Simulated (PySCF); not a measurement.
## First hyperpolarisability: 1-chloropropane (CCCCl, C$_{3}$H$_{7}$Cl)

Molfile (atoms numbered from 1):
```
C3H7Cl
     RDKit          3D

 11 10  0  0  0  0  0  0  0  0999 V2000
   -1.2383   -0.0776    0.4858 C   0  0  0  0  0  0  0  0  0  0  0  0
    0.0105   -0.5388   -0.2489 C   0  0  0  0  0  0  0  0  0  0  0  0
    1.0818    0.5261   -0.2276 C   0  0  0  0  0  0  0  0  0  0  0  0
    2.5548    0.0016   -1.0894 Cl  0  0  0  0  0  0  0  0  0  0  0  0
   -1.0222    0.1526    1.5324 H   0  0  0  0  0  0  0  0  0  0  0  0
   -2.0077   -0.8515    0.4688 H   0  0  0  0  0  0  0  0  0  0  0  0
   -1.6612    0.8205    0.0281 H   0  0  0  0  0  0  0  0  0  0  0  0
    0.4057   -1.4501    0.2082 H   0  0  0  0  0  0  0  0  0  0  0  0
   -0.2271   -0.7858   -1.2870 H   0  0  0  0  0  0  0  0  0  0  0  0
    1.3864    0.7664    0.7913 H   0  0  0  0  0  0  0  0  0  0  0  0
    0.7458    1.4414   -0.7157 H   0  0  0  0  0  0  0  0  0  0  0  0
  1  2  1  0
  2  3  1  0
  3  4  1  0
  1  5  1  0
  1  6  1  0
  1  7  1  0
  2  8  1  0
  2  9  1  0
  3 10  1  0
  3 11  1  0
M  END
```

The calculation used PySCF 2.14.0, quadratic response CAM-B3LYP/def2-TZVPD first hyperpolarisability, Taylor convention, gas phase. Geometry: PBE0-D3(BJ)/def2-TZVP.

What is the first hyperpolarisability, and how does it disperse?

In au, Taylor convention; the vector part is βᵢ = ⅓ Σⱼ (βᵢⱼⱼ + βⱼᵢⱼ + βⱼⱼᵢ); β∥ is 3/5 of the vector part along the dipole, the dipole points from − to +:
```csv
process,λ (nm),β vector norm,β∥,β HRS,depolarisation ratio
"static β(0;0,0)",∞,43.6,23.8,18.6,4.57
"second harmonic β(−2ω;ω,ω)",1907,45.3,24.8,19.3,4.57
"Pockels β(−ω;ω,0)",1907,44.1,24.1,–,–
"second harmonic β(−2ω;ω,ω)",1064,49.3,27.1,21.0,4.58
"Pockels β(−ω;ω,0)",1064,45.4,24.8,–,–
```

Which lowest excitations, dipole and polarisabilities go with it?

S1 7.26 eV (f = 0.001); S2 7.29 eV (f = 0.002); S3 7.81 eV (f = 0.023); dipole 2.22 D; isotropic α 54.0 au static, 54.2 au at 1907 nm, 54.4 au at 1064 nm, 54.5 au at 953.5 nm, 55.6 au at 532 nm.
